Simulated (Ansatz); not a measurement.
## [CH₃···H···H], doublet: transfer scan

Starting geometry:

```
atom    x (Å)    y (Å)    z (Å)
   C  -0.1377   0.0000   0.0000
   H  -0.5009   1.0273   0.0000
   H  -0.5009  -0.5137   0.8897
   H  -0.5009  -0.5137  -0.8897
   H   0.9519   0.0000   0.0000
   H   2.1913   0.0000   0.0000
```

From there H5 is moved from one fragment to the other while all else, the fragments' distance too, stays fixed; atoms are numbered as listed. Energies are in kJ/mol, counted from the starting geometry at the same level. Kohn–Sham curves are unrestricted where that lies lower.

Basis cc-pVDZ; Ansatz 0.2.0. Correlated methods freeze the noble-gas cores. Prefix R: restricted or restricted open-shell reference; prefix U: unrestricted.

In so small a basis the reference is far from its limit while semilocal and hybrid functionals are nearer theirs (RPA and double hybrids share much of the reference's basis error), so the functionals' errors here hold much of the reference's basis and frozen-core error, which can add to them or hide them.

Full CI isn't at hand for all of this; UCCSDT(Q) serves as the reference, and is uncertain by about the last step of the cluster series.

```
distance C1-H5 (Å)  UCCSDT(Q)   PBE  r2SCAN  PBE0  B3LYP  r2SCANh  BHLYP  wB97M-V  B2PLYP  RPA-PBE
             1.013       14.5  18.5    17.2  15.6   16.6     16.4   13.3     14.7    14.7     16.2
             1.090        0.0   0.0     0.0   0.0    0.0      0.0    0.0      0.0     0.0      0.0
             1.160        2.5  -1.9    -0.4   0.9   -0.4      0.4    2.8      1.5     1.9      0.8
             1.231       12.5   3.6     6.7   9.0    6.3      8.2   12.5     10.1    11.0      9.0
             1.301       23.6  11.5    15.7  18.8   14.6     17.9   22.9     19.9    21.4     18.6
             1.372       31.9  19.2    23.4  27.0   21.5     25.8   30.4     27.8    29.7     26.3
             1.443       35.9  25.6    28.5  32.5   26.0     30.6   33.8     32.6    34.4     30.7
             1.513       37.9  32.7    32.9  37.5   30.1     34.4   35.4     36.3    37.5     34.0
             1.584       43.9  45.4    42.0  47.1   39.1     42.7   41.1     44.4    44.8     41.6
```
